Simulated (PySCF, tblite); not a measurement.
Isomers of C5H10S. Computed with GFN2-xTB (tblite): harmonic, unscaled wavenumbers at the GFN2-xTB geometry, gas phase. The method is semi-empirical: single wavenumbers can be off by several per cent or more. One conformer each.

Electronic energies: PBE0/pcSseg-1 single points on the GFN2-xTB geometries (PySCF, gas phase).

| SMILES | electronic energy, lowest = 0 (kJ/mol) |
| --- | --- |
| C1CCSCC1 | 0.0 |
| C=CSCCC | 96.2 |
| CSC1CCC1 | 103.8 |

Question: How do GFN2-xTB zero-point energies change the relative energies?

Answer: 
| SMILES | ZPE (kJ/mol) | of it from modes above 1550 cm⁻¹ | electronic (kJ/mol) | with ZPE, lowest = 0 (kJ/mol) | lowest mode (cm⁻¹) | rings |
| --- | --- | --- | --- | --- | --- | --- |
| C1CCSCC1 | 368.4 | 178.1 | 0.0 | 0.0 | 180 | 1 |
| C=CSCCC | 356.3 | 191.6 | 96.2 | 84.2 | 65 | 0 |
| CSC1CCC1 | 360.9 | 180.3 | 103.8 | 96.3 | 59 | 1 |

The zero-point energies span 12.1 kJ/mol, from `C=CSCCC` to `C1CCSCC1`. The order is unchanged.

Question: And how do the electronic energies of GFN2-xTB itself compare?

Answer: `C1CCSCC1` 0.0; `C=CSCCC` 123.7; `CSC1CCC1` 83.6 kJ/mol, lowest = 0. Against the energies above, taken from the same isomer `C1CCSCC1`, the largest difference is 27.5 kJ/mol.

Question: What do entropy and thermal enthalpy add at 298.15 K and 1 bar (rigid rotor, harmonic oscillator, one conformer each)?

Answer: 
```csv
SMILES,point group,symmetry number,S (J/(mol K)),H − H(0) (kJ/mol),ZPE + H − H(0) − TS (kJ/mol)
C1CCSCC1,Cs,1,323.4,18.40,290.3
C=CSCCC,C1,1,366.6,23.57,270.6
CSC1CCC1,C1,1,358.3,21.92,276.0
```
